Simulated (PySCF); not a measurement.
The group X on 1,3-butadien-2-yl-X is varied. All species are isolated molecules in the gas phase. One relaxed conformer stands for each flexible species; it need not be the lowest. Strings in code marks are SMILES.

The four lowest singlet excitations (Tamm–Dancoff). Calculation: PBE-D3(BJ)/def2-TZVP (PySCF). Excitations are Tamm–Dancoff values on a coarser integration grid. The basis has no diffuse functions, so Rydberg states are missing or too high.

| state | energy (eV) | wavelength (nm) | oscillator strength |
|---|---|---|---|
| S1 | 6.18 | 201 | 0.961 |
| S2 | 6.33 | 196 | 0.000 |
| S3 | 6.56 | 189 | 0.000 |
| S4 | 6.96 | 178 | 0.000 |

### Question
Say which member gives these states.
A) `C=CC(=C)F` (C–C–C–F torsion 0°)
B) `C=CC=C` (C–C–C–C torsion 180°)
C) `C=CC(=C)O` (C–C–C–O torsion 0°, C–C–O–H torsion 0°)
D) `C=CC(=C)[SiH3]` (C–C–C–Si torsion 0°)

### Answer
B, `C=CC=C` (C–C–C–C torsion 180°)
